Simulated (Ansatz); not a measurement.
Zinc-blende MgS (metastable phase), treated with PBEsol in Ansatz (PAW).

Settings: plane-wave cutoff 520 eV, 10×10×10 k mesh, Fermi–Dirac smearing 0.01 eV, scalar-relativistic PAW data made under PBE.

On both sides of the equilibrium volume: at 22.114 Å³/atom the pressure is 1.22 GPa and the direct gap at Γ 3.419 eV; at 23.017 Å³/atom they are -1.09 GPa and 3.225 eV. The fitted bulk modulus is 57.7 GPa.

Task: Work out the volume deformation potential of this gap and its pressure coefficient, in two ways.

Result: a_V = dE_g/d ln V = (3.225 − 3.419)/ln(23.017/22.114) = -4.85 eV. Since dP = −B d ln V, dE_g/dP = −a_V/B = 84 meV/GPa. Straight from the pressures: (3.419 − 3.225)/(1.22 − (-1.09)) = 84 meV/GPa. At this level and over this range the gap at Γ widens under pressure.

Ansatz is a first-principles code.
